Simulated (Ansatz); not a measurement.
## How far each method lies from full CI for AlH4⁺, singlet

All five atoms lie in one plane.

Geometry: a point of a breathe scan, not a stationary point.

```yaml
atoms:
  - { symbol: Al, position_ang: [0.0000, 0.0000, -0.2094] }
  - { symbol: H, position_ang: [0.0000, -0.6792, 3.3931] }
  - { symbol: H, position_ang: [0.0000, 0.6792, 3.3931] }
  - { symbol: H, position_ang: [0.0000, 2.7127, -0.5909] }
  - { symbol: H, position_ang: [0.0000, -2.7127, -0.5909] }
```

Basis cc-pVDZ; Ansatz 0.2.0. Correlated methods freeze the noble-gas cores, which leaves 6 electrons in 33 orbitals. R marks a restricted (for open shells ROHF) determinant, U an unrestricted one. Active spaces: valence = (6e, 8o) chosen from the atoms' valence shells; pair = (2e, 2o) about the gap.

Full CI is exact within this basis and frozen core; it isn't the basis-set limit. The frozen core follows each run's orbitals, which can shift R against U totals by a few meV.

Unrestricted rows (U) aren't spin-pure: their determinants' ⟨S²⟩ exceeds S(S+1) by up to 1.38, so they mix in states of higher spin.

```
UHF ⟨S²⟩                          : 1.375
T1 diagnostic (RCCSD)             : 0.1119
largest doubles amplitude (RCCSD) : 0.812
```

| level | E − E(RHF) (eV) |
| --- | --- |
| UHF | -3.6911 |
| RMP2 | -3.2917 |
| UMP2 | -4.8624 |
| RCCSD* | -5.9914 |
| UCCSD | -6.0573 |
| RCCSD(T)* | -6.2826 |
| UCCSD(T) | -6.0680 |

(1) Estimate how far full CI in cc-pVDZ lies from RCCSD(T). The table doesn't fix it; the size of (T) and the diagnostics are the guide.

(1) Full CI in cc-pVDZ lies 163 meV above RCCSD(T), which is 56 % of the (T) step (-291 meV). (T) overshoots here: it takes the energy past the reference. The miss exceeds 1 kcal/mol.

The other levels:

| level | E − E(full CI) (meV) | share of correlation (%) | wall time |
| --- | --- | --- | --- |
| CISD | 1252 | 79.54 | 0.6 s |
| BCCD(T)* | -22 | 100.35 | 0.9 s |
| RCCSDT* | -44 | 100.73 | – |
| UCCSDT | 11 | 99.81 | – |
| RCCSDT(Q)* | 30 | 99.50 | 2.4 s |
| UCCSDT(Q) | 2 | 99.97 | 14 s |
| CASSCF (pair space) | 2598 | 57.54 | – |
| NEVPT2 (pair space) | 941 | 84.62 | 0.21 s |
| MRCISD (pair space) | 167 | 97.27 | – |
| MRCISD+Q (pair space) | -127 | 102.07 | 0.36 s |
| CASSCF (valence space) | 363 | 94.06 | – |
| NEVPT2 (valence space) | 118 | 98.08 | 1.5 s |
| MRCISD (valence space) | 15 | 99.75 | – |
| MRCISD+Q (valence space) | 13 | 99.79 | 2.2 s |

An asterisk marks runs whose energy the program itself flagged as in doubt.

The correlation energy at full CI, counted from RHF, is -6.120 eV. That run took 27 s on 1 thread of Arm Neoverse V2, shared host over 7,516,932 determinants.

Times hold each run's SCF and search for its determinant on a shared host, so for small cases they say little of a method's own cost; they ran on 1 thread of Arm Neoverse V2.

Not variational, and here over 5 meV under the exact energy: RCCSD(T), BCCD(T), RCCSDT, MRCISD+Q (pair space).

The full-CI state has the irrep A1 of C2v, in the program's axes.

Natural occupations of full CI about the gap: 1.887 1.874 1.211 0.784 0.117 0.042 0.036 0.035 0.004 0.002; effectively unpaired electrons, Σ n²(2−n)², 1.99. No single determinant describes this state well, so single-reference rows can miss without a flag.
